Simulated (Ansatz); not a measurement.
(1) Predict a relaxed structure of the cluster B3H2, charge 0, doublet, at r2SCAN-D4/def2-TZVP (Ansatz).

Answers

(1) 
```xyz
5

B    -0.350   -0.648   -1.060
B     0.896   -0.063   -0.383
B    -0.952   -0.040    0.213
H    -1.501    0.397    1.164
H     1.907    0.354    0.066
```
Point group C2v (tolerance 0.1 Å). This is one stationary point.

The structure comes from a short search, and lower isomers may exist.
